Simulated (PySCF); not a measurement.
## Working out the ionisation energy of N

N [He] 2s2 2p3 (4S) → N⁺ [He] 2s2 2p2 (3P). Calculation: PySCF 2.14, in x2c-QZVPPall with one added diffuse shell each of s, p, d, f type (8s5p4d3f1g, 73 functions); the spin-free X2C one-electron Hamiltonian (Gaussian nucleus). Frozen: 1s2. Energies in hartree (1 hartree = 27.21139 eV):

| part | N (lower) | N⁺ (upper) |
| --- | --- | --- |
| UHF | -54.433745 | -53.923362 |
| CCSD correlation | -0.118083 | -0.096996 |
| (T) | -0.002859 | -0.001823 |

Question: What does Hartree-Fock give?

Answer: (-53.923362) − (-54.433745) = 0.510383 hartree = 13.888 eV.

Question: What do CCSD and CCSD(T) give?

Answer: The CCSD correlation energies differ by 0.021087 hartree = 0.574 eV and the triples by 0.001036 hartree = 0.028 eV, so CCSD gives 14.462 eV and CCSD(T) 14.490 eV.

Measured between the centres of the two terms (NIST): 14.545 eV, so CCSD(T) (valence) is off by -0.055 eV.

What remains against the reference includes basis incompleteness, the frozen core and higher excitations.
